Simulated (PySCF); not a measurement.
# Cost against result

Saddle point of CH6SSi, closed shell (CH₆SSi ([CH3][SiH2][SH]) → SiH₂S ([SiH2][S]) + CH₄; bonds formed: C2–H4; bonds broken: Si1–C2, S3–H4), PBE0-D4/def2-TZVP structure:

```
9
angstrom
Si -0.8415 -0.7148 0.0866
C 0.6334 0.7656 0.0454
S 0.1661 -2.1835 -0.8717
H 0.7090 -0.4719 -0.4971
H -1.9749 -0.0065 -0.5640
H -1.0569 -0.7131 1.5570
H -0.1212 1.5530 -0.0472
H 1.1117 0.7800 1.0217
H 1.3743 0.9910 -0.7307
```

Barriers are electronic and count from the start structure reached by relaxing down the imaginary mode.

PySCF 2.14 with density fitting (its default auxiliary sets; JK sets also for MP2 and CCSD(T)); basis: as named in each row; cores frozen in the correlated methods. B3LYP uses VWN-RPA correlation. Extrapolation: Hartree–Fock as exp(−7.88 √X), correlation as X^−2.97.

Times are rough, for one single point on 4 threads of a shared host (Arm Neoverse V1).

The estimate by CCSD(T) at an estimated basis limit (MP2 extrapolated from triple and quadruple zeta, plus CCSD(T) − MP2 in triple zeta) is 235.1 kJ/mol.

```
   method       basis  time (s)  barrier (kJ/mol)  method less estimate
       HF      STO-3G   under 1             613.9                 378.7
 B3LYP-D4       6-31G         3             274.0                  38.8
  PBE0-D4    def2-SVP         4             229.6                  -5.6
   PBE-D4    def2-SVP         4             210.4                 -24.7
      MP2  def2-QZVPP         5             227.0                  -8.2
    SPW92  def2-TZVPP         8             190.0                 -45.1
  CCSD(T)    def2-SVP         9             261.9                  26.8
  PBE0-D4  def2-TZVPP        10             222.5                 -12.6
 B3LYP-D4  def2-TZVPP        10             234.6                  -0.5
   PBE-D4  def2-TZVPP        11             204.7                 -30.4
 BHLYP-D4  def2-TZVPP        11             256.3                  21.1
r2SCAN-D4  def2-TZVPP        25             215.8                 -19.4
  wB97M-V  def2-TZVPP       160             238.9                   3.8
  CCSD(T)  def2-TZVPP       290             243.2                   8.1
```

All methods are single points on the PBE0-D4 structures.

T1 diagnostic: at most 0.017.

Labels in which every atom is bracketed show which atoms are joined, not bond orders.
